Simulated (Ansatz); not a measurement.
**[NH₂···H···CH₃], doublet along the distance N1-H4**

Starting geometry:

```yaml
atoms:
  - { symbol: N, position_ang: [-1.1459, -0.0178, -0.0277] }
  - { symbol: H, position_ang: [-1.4432, 0.9501, -0.0277] }
  - { symbol: H, position_ang: [-1.4432, -0.4201, 0.8526] }
  - { symbol: H, position_ang: [-0.1335, -0.0178, -0.0277] }
  - { symbol: C, position_ang: [1.2701, -0.0178, -0.0277] }
  - { symbol: H, position_ang: [1.2701, -1.0978, -0.0277] }
  - { symbol: H, position_ang: [1.2701, 0.5222, 0.9077] }
  - { symbol: H, position_ang: [1.2701, 0.5222, -0.9630] }
```

From there H4 is moved from one fragment to the other while all else, the fragments' distance too, stays fixed; atoms are numbered as listed. Energies are in kJ/mol, counted from the starting geometry at the same level. Kohn–Sham curves are unrestricted where that lies lower.

Basis cc-pVDZ; Ansatz 0.2.0. Correlated methods freeze the noble-gas cores. Prefix R: restricted or restricted open-shell reference; prefix U: unrestricted.

In so small a basis the reference is far from its limit while semilocal and hybrid functionals are nearer theirs (RPA and double hybrids share much of the reference's basis error), so the functionals' errors here hold much of the reference's basis and frozen-core error, which can add to them or hide them.

Full CI isn't at hand for all of this; UCCSDT(Q) serves as the reference, and is uncertain by about the last step of the cluster series.

| distance N1-H4 (Å) | UCCSDT(Q) | PBE | r2SCAN | PBE0 | B3LYP | CAM-B3LYP | wB97M-V | B2PLYP | RPA-PBE |
| --- | --- | --- | --- | --- | --- | --- | --- | --- | --- |
| 1.012 | 0.0 | 0.0 | 0.0 | 0.0 | 0.0 | 0.0 | 0.0 | 0.0 | 0.0 |
| 1.057 | 3.9 | -1.7 | 1.0 | 1.4 | 1.4 | 2.7 | 2.8 | 2.9 | 1.7 |
| 1.147 | 23.7 | 7.9 | 15.2 | 16.4 | 15.9 | 19.8 | 20.3 | 20.2 | 16.5 |
| 1.236 | 47.7 | 26.5 | 35.7 | 37.4 | 36.0 | 41.6 | 42.5 | 42.3 | 36.8 |
| 1.326 | 73.3 | 53.8 | 61.5 | 63.4 | 61.0 | 66.6 | 67.5 | 67.7 | 62.2 |
